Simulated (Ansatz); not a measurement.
The input, for Ansatz 0.2.0:

```yaml
crystal:
  periodic: [false, false, false]
  atoms:
    - {symbol: P, position_ang: [0.000000, -0.744588, 1.759041]}
    - {symbol: Ge, position_ang: [0.000000, 0.588281, 0.024091]}
    - {symbol: P, position_ang: [0.000000, -0.643960, -1.905161]}
    - {symbol: H, position_ang: [0.000000, 0.273623, 2.754085]}
basis:
  gaussian: {orbitals: cc-pVDZ}
magnetization: {spin_polarized: false, initial_magnetization: 3}
correlation: {method: ccsd_t, electrons: valence}
scf: {lower_state_search: off}
```

```sh
$ ansatz run in.yaml --threads 1 --pin off --events-out ev --progress --plain --max-ram 2393MiB
```

Output:

```
these checks for a lower state are left out or cut short: stability, starts, cluster_reference, orbital_swaps, neighbouring_geometries, increment
760 factors; integrals over basis functions are off by at most 8.3e-4 eV
mean field evaluation 1: about -75029.2796 eV, gradient 1.1e1 eV
mean field evaluation 2: about -75029.2867 eV, gradient 1.1e1 eV
mean field evaluation 4: about -75030.3752 eV, gradient 4.1e0 eV
mean field evaluation 8: about -75030.6709 eV, gradient 2.7e-1 eV
mean field -75030.67192548 eV, -2757.3263356452 hartree, gradient 3.6e-6 eV, S^2 3.750000; 0 other end points of the search recorded, 0 dependent functions left out
19 core orbitals not correlated: weight in the atoms' cores, before any rotation towards them, 1.000 or more for the frozen orbitals, at most 0.000 for the correlated occupied ones
reference -75030.67192548 eV, -2757.3263356452 hartree; 14, 11 occupied and 35, 38 virtual orbitals, 760 factors
second order -7.87481254 eV of doubles, -0.12789274 eV of singles
cycle   1  -8.63332213 eV  change   -6.3e-1 eV  update   1.2e-1
cycle   2  -8.99526264 eV  change   -3.6e-1 eV  update   4.6e-2
cycle   3  -9.11866714 eV  change   -1.2e-1 eV  update   3.5e-2
cycle   4  -9.12682171 eV  change   -8.2e-3 eV  update   2.0e-2
cycle   5  -9.13890980 eV  change   -1.2e-2 eV  update   1.3e-2
cycle   6  -9.14705269 eV  change   -8.1e-3 eV  update   7.4e-3
cycle   7  -9.15090034 eV  change   -3.8e-3 eV  update   3.8e-3
cycle   8  -9.15340087 eV  change   -2.5e-3 eV  update   1.7e-3
cycle   9  -9.15319495 eV  change    2.1e-4 eV  update   7.9e-4
cycle  10  -9.15314516 eV  change    5.0e-5 eV  update   3.9e-4
cycle  11  -9.15330374 eV  change   -1.6e-4 eV  update   1.9e-4
cycle  12  -9.15330975 eV  change   -6.0e-6 eV  update   1.1e-4
cycle  13  -9.15333790 eV  change   -2.8e-5 eV  update   6.6e-5
cycle  14  -9.15331378 eV  change    2.4e-5 eV  update   3.9e-5
cycle  15  -9.15328815 eV  change    2.6e-5 eV  update   2.4e-5
perturbative correction -0.46925275 eV, -0.0172447206 hartree
Total energy: -75040.29446638 eV, -2757.6799575009 hartree
Checks for a lower state left out: stability, starts, cluster_reference, orbital_swaps, neighbouring_geometries, increment
```

Ran on 1 thread of Arm Neoverse N1, shared host: 7.5 s wall, 0.29 GiB peak host memory.
